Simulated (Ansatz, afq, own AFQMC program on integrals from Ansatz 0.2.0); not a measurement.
BO, doublet in 6-31G, levels against full CI

```xyz
2

B     0.0000    0.0000    0.0000
O     0.0000    0.0000    1.2006
```

Basis 6-31G. Only valence electrons are correlated. AFQMC by an in-house program on the Cholesky factors that Ansatz 0.2.0 writes for its CCSD(T) run. The CISD trial takes its coefficients from CCSD amplitudes. Released means that phaseless walkers are propagated on without the constraint, phases kept. Free AFQMC starts from the CCSD state and is never constrained. Its projection time is finite, and what remains of the start isn't in its error. Uncertainties: one standard error, sampling alone.

Determinant: ROHF, the one that the program's search chose, which needn't be the lowest solution. The geometry is a PBE0/def2-TZVP stationary point of this or a neighbouring charge and spin state.

Full CI is exact in this basis; its frozen core comes from its own orbitals, which moves totals by up to a few meV.

Cautions: a spin-contaminated unrestricted determinant lies lower (UHF 143 meV lower, ⟨S²⟩ 0.84); full CI with its own frozen core.

* T1 diagnostic: 0.0354
* weight of the determinant in the CISD state: 0.904
* size of the correlated space: 9 electrons in 16 orbitals

```json
{"level": "MP2", "correlation energy (eV)": "-4.8747"}
{"level": "CCSD", "correlation energy (eV)": "-4.8766"}
{"level": "CCSD(T)", "correlation energy (eV)": "-5.0613"}
```

Problem. Estimate where phaseless AFQMC with a CISD trial lies against CCSD(T) on the same integrals.

Solution. 0.28 ± 0.34 kcal/mol below CCSD(T). The gap is under twice the noise, so this walk alone can't tell the two apart.

Reference: full CI, correlation energy -5.097 eV. The released energy is read at 1.50 1/Eh (meV from the phaseless value at times in 1/Eh: -2 ± 10 at 0.24, -15 ± 10 at 0.50, -28 ± 9 at 1.00, -21 ± 11 at 1.50). CCSDTQ lies 0.2 meV below full CI, in part by the other frozen core, which shifts every row alike, so rows that close can't be ranked against it.

```csv
level,E − E(reference) (kcal/mol),share of correlation (%)
CCSD(T),0.82,99.30
CCSDT,0.31,99.74
CCSDT(Q),0.05,99.96
CCSDTQ,-0.01,100.00
ph-AFQMC/HF,-1.10 ± 1.18,100.94
ph-AFQMC/CISD,0.54 ± 0.34,99.54
released AFQMC,0.06 ± 0.25,99.95
free AFQMC,-0.04 ± 0.46,100.03
```

CCSDT and higher add their correlation energy to the determinant of the CCSD(T) run, since their own runs factorise the integrals more tightly (a shift of under 2 meV). Free projections are given only where their last times agree within the noise and don't stop above the reference; a slow remainder of the start can still hide under it. A walk keeps the symmetry of its determinant, which the program's search chose and which needn't be the lowest solution, so a lower state of the same spin and another symmetry isn't excluded. Released energies are given only where the last usable release times agree within the noise; a slower fall can still hide under it.
